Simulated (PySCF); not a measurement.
Molfile (atoms numbered from 1):
```
C3H4F2
     RDKit          3D

  9  8  0  0  0  0  0  0  0  0999 V2000
    1.2130   -1.1813   -1.1663 F   0  0  0  0  0  0  0  0  0  0  0  0
    1.3468   -0.1404   -0.3280 C   0  0  0  0  0  0  0  0  0  0  0  0
    0.3087    0.4081    0.2735 C   0  0  0  0  0  0  0  0  0  0  0  0
   -1.1016   -0.0555    0.0931 C   0  0  0  0  0  0  0  0  0  0  0  0
   -1.8463    0.2336    1.2081 F   0  0  0  0  0  0  0  0  0  0  0  0
    2.3750    0.1725   -0.2328 H   0  0  0  0  0  0  0  0  0  0  0  0
    0.4565    1.2420    0.9398 H   0  0  0  0  0  0  0  0  0  0  0  0
   -1.5826    0.4644   -0.7461 H   0  0  0  0  0  0  0  0  0  0  0  0
   -1.1559   -1.1374   -0.0664 H   0  0  0  0  0  0  0  0  0  0  0  0
  1  2  1  0
  2  3  2  0
  3  4  1  0
  4  5  1  0
  2  6  1  0
  3  7  1  0
  4  8  1  0
  4  9  1  0
M  END
```

Geometry: GFN2-xTB; GIAO shifts from PySCF, gas phase, non-relativistic, averaged over equivalent atoms.

At LDA/pcSseg-0 (53 basis functions, 2.4 s wall time on 1 thread of an Arm Neoverse V1, shared host):
| atoms | δ (ppm) |
| --- | --- |
| F1 | -122.9 |
| F5 | -316.1 |
| C2 | 166.4 |
| C3 | 125.7 |
| C4 | 87.4 |
| H6 | 7.04 |
| H8/H9 | 6.11 |
| H7 | 5.39 |

Referencing at the same level of theory: $^{19}$F (132.29 ppm) vs CFCl3; $^{13}$C (192.64 ppm), $^{1}$H (32.71 ppm) against TMS.

Problem. Predict the values at PBE0/pcSseg-1 on the same geometry.

Solution. 
```
atoms  δ at PBE0/pcSseg-1  change
   F1              -120.6    +2.3
   F5              -257.5   +58.6
   C2               157.1    -9.3
   C3               118.1    -7.6
   C4                80.6    -6.8
   H6                6.71   -0.33
H8/H9                5.65   -0.46
   H7                5.47   +0.08
```

Referencing at the same level of theory: CFCl3 for $^{19}$F (σ = 170.95 ppm); $^{13}$C (σ = 186.93 ppm) and $^{1}$H (σ = 31.72 ppm) vs TMS.

The largest change is at F5 (fluorine on an sp3 carbon). Cost: 105 basis functions, 5.5 s wall time on 1 thread of an Arm Neoverse V1, shared host. The order of the carbon signals is the same at both levels.

Unscaled 19F shifts against computed CFCl3 carry errors that often reach 10 to 50 ppm.
